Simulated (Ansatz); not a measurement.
# CH₃AlN radical (SMILES [CH]1[NH][AlH]1): single points off equilibrium

The task here is to estimate one member of a computed series from the others.

Method: single points in def2-TZVPP; program: Ansatz 0.2.0, Gaussian basis.

Correlated methods freeze the cores. Orbitals are unrestricted.

## The system as given

SMILES `[CH]1[NH][AlH]1`, 6 atoms, charge 0, spin multiplicity 2.

Atoms are counted from 1 here; the program's logs count them from 0.

Bond lengths: C1–N2 1.313 Å, C1–Al3 2.020 Å, C1–H4 1.136 Å, N2–Al3 1.921 Å, N2–H5 1.000 Å, Al3–H6 1.588 Å. Angles: N2–C1–Al3 66.5°, N2–C1–H4 118.1°, Al3–C1–H4 169.0°, C1–N2–Al3 74.7°, C1–N2–H5 120.0°, Al3–N2–H5 163.0°, C1–Al3–N2 38.8°, C1–Al3–H6 130.1°, N2–Al3–H6 103.6°.

As a file:

```
C    -0.36860   -0.90210   -0.23220
N     0.25370    0.20560   -0.56320
Al    0.59760   -0.02950    1.31170
H    -1.09150   -1.35440   -0.98260
H     0.10600    0.61230   -1.46420
H     0.46790    1.43940    1.90170
```

Set-up of the first run:

File run/in.yaml:

```yaml
crystal:
  periodic: [false, false, false]
  atoms:
    - {symbol: C, position_ang: [-0.368600, -0.902100, -0.232200]}
    - {symbol: N, position_ang: [0.253700, 0.205600, -0.563200]}
    - {symbol: Al, position_ang: [0.597600, -0.029500, 1.311700]}
    - {symbol: H, position_ang: [-1.091500, -1.354400, -0.982600]}
    - {symbol: H, position_ang: [0.106000, 0.612300, -1.464200]}
    - {symbol: H, position_ang: [0.467900, 1.439400, 1.901700]}
basis:
  gaussian: {orbitals: def2-TZVPP}
magnetization: {spin_polarized: true, initial_magnetization: 1}
correlation: {method: ccsd_t}
scf: {omitted_lower_state_checks: [cluster_reference]}
output: {forces: true}
```

The command line of these runs was not kept.

Steps of the session up to this table: CCSD(T)/def2-TZVPP; PBE0-D4/def2-TZVPP; wB97M-V/def2-TZVPP; r2SCAN-D4/def2-TZVPP; PBE-D4/def2-TZVPP; HSE06-D4/def2-TZVPP; r2SCAN0-D4/def2-TZVPP.

One table of the session follows, with a row left open; its other results are not shown here.

| method | RMS force component (eV/Å) | angle to CCSD(T) forces (°) | dipole (D) |
| --- | --- | --- | --- |
| CCSD(T) | 0.566 | reference | 3.09 |
| PBE0-D4 | 0.709 | 26.5 | 3.09 |
| wB97M-V | 0.672 | 21.3 | 2.94 |
| r2SCAN-D4 | 0.654 | 21.3 | 3.13 |
| PBE-D4 | 0.620 | 20.5 | 3.06 |
| HSE06-D4 | ? | ? | ? |
| r2SCAN0-D4 | 0.750 | 29.8 | 3.10 |

Estimate the missing values for HSE06-D4.

**Answer.** RMS force component (eV/Å): 0.706; angle to CCSD(T) forces (°): 26.3; dipole (D): 3.08. In the column «RMS force component (eV/Å)» it lies between wB97M-V (0.672) and PBE0-D4 (0.709).
